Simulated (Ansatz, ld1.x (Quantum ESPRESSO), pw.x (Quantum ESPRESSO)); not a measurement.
**Which Al potential is closest to all-electron in the bcc crystal?**

All use LDA (PW92), scalar-relativistic, no spin, cutoffs from each file’s atomic test, pw.x 7.5; 14³ k-points, Fermi–Dirac smearing 0.01 Ry. Δ is the rms difference from all-electron LAPW of the E(V) curves that follow from fits to the pressures, over ±6 % in volume. Mesh and smearing are coarse and serve the comparison alone. The files are a selection: those with a ghost or negative overlap were mostly not run, and those with noisy or unconverged pressures or nearly equal Δ are left out.

All-electron: a0 = 3.191 Å (V0 = 16.24 Å³/atom), B0 = 73.6 GPa.

Task: Rank them by Δ, smallest first.
A. norm-conserving Troullier–Martins (Kleinman–Bylander form), ld1.x (Quantum ESPRESSO) 7.5, LDA (PW92); core [Ne], reference 3s2 3p1; waves: 3s (bound): rc 1.95 bohr; 3p (bound): rc 2.55 bohr; 3d channel at -0.1 Ry: rc 2.15 bohr; local part: all-electron potential smoothed inside 1.50 bohr (lloc = -2); core correction: a·sin(br)/r model core inside 1.70 bohr.
B. PAW, ld1.x (Quantum ESPRESSO) 7.5, LDA (PW92); core [Ne], reference 3s2 3p1; waves: 3s (bound): rcut 1.50, rcutus 2.00 bohr; 3s channel at 3.25 Ry: rcut 1.50, rcutus 2.00 bohr; 3p (bound): rcut 2.20, rcutus 2.35 bohr; 3p channel at 3.35 Ry: rcut 2.20, rcutus 2.35 bohr; 3d channel at -0.2 Ry: rcut 2.30, rcutus 2.45 bohr; 3d channel at 0.45 Ry: rcut 2.30, rcutus 2.45 bohr; local part: all-electron potential smoothed inside 2.40 bohr (lloc = -1); core correction: a·sin(br)/r model core, default radius (core density twice the valence density); augmentation: PSQ, radius 1.25 bohr.
C. norm-conserving Troullier–Martins (Kleinman–Bylander form), ld1.x (Quantum ESPRESSO) 7.5, LDA (PW92); core [Ne], reference 3s2 3p1; waves: 3s (bound): rc 2.15 bohr; 3d channel at -0.1 Ry: rc 2.90 bohr; 3p (bound): rc 2.70 bohr; local part: the p channel; core correction: Bessel-smoothed model core inside 1.50 bohr.
D. norm-conserving Troullier–Martins (Kleinman–Bylander form), ld1.x (Quantum ESPRESSO) 7.5, LDA (PW92); core [Ne], reference 3s2 3p1; waves: 3p (bound): rc 2.70 bohr; 3d channel at 0.2 Ry: rc 2.80 bohr; 3s (bound): rc 1.70 bohr; local part: the s channel; core correction: none.

Result: B (0.2 meV/atom), C (1.4 meV/atom), A (3.0 meV/atom), D (3.9 meV/atom).
